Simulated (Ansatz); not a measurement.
A trace of molecular dynamics of CHOSi (4 atoms, charge -1, multiplicity 1).

All numbers below come from RKS PBE-D4/def2-SVP (Ansatz).

| Quantity | Value |
| --- | --- |
| ensemble | NVE (velocity Verlet) |
| starting velocities drawn for | 100 K |
| seed | 629890 |

```csv
time (fs),T (K),potential energy less start (eV),conserved less start (meV/atom)
0.0,100,0.000,0.00
6.0,53,0.012,0.02
12.0,32,0.018,0.02
18.0,42,0.015,0.01
24.0,50,0.013,0.01
30.0,35,0.017,0.02
36.0,28,0.019,0.02
42.0,66,0.009,0.00
48.0,90,0.003,0.01
54.0,55,0.012,0.02
60.0,45,0.014,0.01
66.0,37,0.016,0.01
72.0,39,0.016,0.02
78.0,39,0.016,0.01
84.0,32,0.018,0.01
90.0,65,0.009,0.01
96.0,77,0.006,0.02
102.0,71,0.007,0.01
108.0,46,0.014,0.01
114.0,27,0.019,0.02
120.0,39,0.016,0.02
126.0,42,0.015,0.00
132.0,31,0.018,0.02
138.0,65,0.009,0.02
144.0,77,0.006,0.01
150.0,81,0.005,0.00
```

Question: Is this trajectory sound?

Answer: The conserved energy stayed within 0.024 meV per atom of its start (net change 0.0045 meV per atom), so the integration is sound. The temperature averaged 0.52 of the 100 K drawn at the start: a run that starts near a minimum puts about half its kinetic energy into the potential. A run of 0.15 ps of so small a system gives no equilibrium averages. Limits of this set-up: an anion without diffuse functions, the dipole of an ion depends on the origin. The time step was 0.5 fs.

The run took 2.9 min on 1 thread of Arm Neoverse V1, on a shared host, peak memory 0.2 GiB.
